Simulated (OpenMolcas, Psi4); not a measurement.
A ladder of methods for CH6BN (SMILES CBN)

CH6BN: 9 atoms, total charge 0, spin state singlet. As SMILES, `CBN`. Geometry: relaxed at PBE0-D4/def2-TZVP.

```xyz
9

C    -0.6653    0.7577   -0.5903
B     0.4594   -0.2829   -0.2562
N     0.5928   -0.8428    1.0107
H    -1.2919    0.3908   -1.4106
H    -0.2246    1.6922   -0.9543
H    -1.3199    0.9989    0.2523
H     1.2488   -0.6328   -1.0928
H     1.3062   -1.5110    1.2449
H    -0.0168   -0.6164    1.7792
```

Each level gives the energy change with the C1–H5 bond stretched from 1.095 to 2.410 Å (eV). The values are calculated.

| level | kind | program | value (eV) | less CCSD(T)/cc-pVDZ |
| --- | --- | --- | --- | --- |
| HF/cc-pVDZ (restricted) | Hartree–Fock | Psi4 | 5.43 | +1.34 |
| SVWN5/cc-pVDZ (restricted) | LDA | OpenMolcas | 4.44 | +0.35 |
| BLYP/cc-pVDZ (restricted) | GGA | OpenMolcas | 4.18 | +0.09 |
| r2SCAN/cc-pVDZ (restricted) | meta-GGA | OpenMolcas | 4.61 | +0.52 |
| PBE0/cc-pVDZ (restricted) | global hybrid | Psi4 | 4.81 | +0.72 |
| CAM-B3LYP/cc-pVDZ (restricted) | range-separated hybrid | Psi4 | 4.89 | +0.80 |
| MP2/cc-pVDZ (restricted) | perturbation theory | OpenMolcas | 4.94 | +0.85 |
| CCSD(T)/cc-pVDZ (restricted) | coupled cluster or CI | Psi4 | 4.09 | 0.00 |

Differences are taken from CCSD(T)/cc-pVDZ (restricted) for orientation; it has basis-set and higher-order errors of its own. Its T1 diagnostic reaches 0.032, a sign that one reference may not serve. At this stretch a single reference begins to fail. The first shape isn't each level's own minimum. The values span 4.09 to 5.43 eV.
